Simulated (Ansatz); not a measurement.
Ideal-gas functions of CH6OSi, SMILES `C[SiH2]O` at 800 K and 1 bar, from an Ansatz frequency run at PBE0-D4/def2-TZVP.

Molar mass 62.14 g/mol, point group C1 (symmetry number 1), electronic degeneracy 1, moments of inertia 25.554, 77.987, 93.333 u Å². Harmonic wavenumbers (cm⁻¹, unscaled): 168, 171, 254, 497, 676, 696, 756, 844, 881, 902, 949, 967, 1276, 1445, 1449, 2191, 2241, 3046, 3127, 3137, 3930.

Use S(trans) = R[1.5 ln M + 2.5 ln T − 1.1517]; rotational temperatures θ = 24.2544 K / I; S(rot) = R[ln(√π/σ · √(T³/θAθBθC)) + 1.5]; for each mode x = 1.438777 ν̃/T, S = R[x/(eˣ − 1) − ln(1 − e⁻ˣ)] and H = RT x/(eˣ − 1); 1 cm⁻¹ = 0.0119627 kJ/mol; R = 8.31446 J/(mol·K).

Question: By hand: the entropy, in J/(mol·K).

Answer: Translation 180.9. Rotation: θ = 0.9491, 0.311, 0.2599 K, giving 111.3. Vibration, mode by mode: 18.30, 18.15, 14.90, 9.52, 7.18, 6.97, 6.37, 5.60, 5.31, 5.15, 4.81, 4.69, 3.02, 2.38, 2.36, 0.81, 0.76, 0.23, 0.20, 0.20, 0.06, in all 117.0. Electronic 0.0. Sum 409.2 J/(mol·K).

Question: By hand: H − E and G − E in kJ/mol, counted from the electronic energy.

Answer: Zero-point energy ½ × 29603 × 0.0119627 = 177.1; thermal vibration 49.7; translation, rotation and pV give 4 RT = 26.6. H − E = 253.4 kJ/mol, and G − E = 253.4 − 800 × 409.2/1000 = -74.0 kJ/mol.

Vibration gives 29 % of the entropy. The sum counts one conformer and one mirror image; others add a mixing term.
